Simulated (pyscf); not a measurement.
Structures and frequencies: ωB97X-D3(BJ)/def2-SVP in PySCF.

**Question.** Estimate the classical barrier height and the reaction energy of `[CH3][Ga]([CH3])[N]([SiH3])[SiH3]` + `[CH4]` → `[SiH3][NH][SiH3]` + `[CH3][Ga]([CH3])[CH3]` at ωB97M-D3(BJ)/def2-TZVP. The step runs on the singlet surface, breaks Ga–N, C–H and forms H–N, C–Ga; take the separated reactants as zero.

**Answer.** ΔE‡ = 1.54 eV, ΔE = +0.87 eV. Zero-point energy shifts the barrier by -0.05 eV. It is a four-centre exchange, with an imaginary mode of 1548i cm⁻¹. On the product side the descent ends in an adduct with a Ga–N contact, 0.69 eV under the separated species and 1.16 eV under the saddle at ωB97X-D3(BJ)/def2-TZVP. What is counted as broken (Ga–N) persists as a longer contact in the product adduct; parting that adduct is a step of its own. This is the saddle that the search found; another between the same sides may lie lower. Elements up to Kr have no core potential and no relativistic terms here.
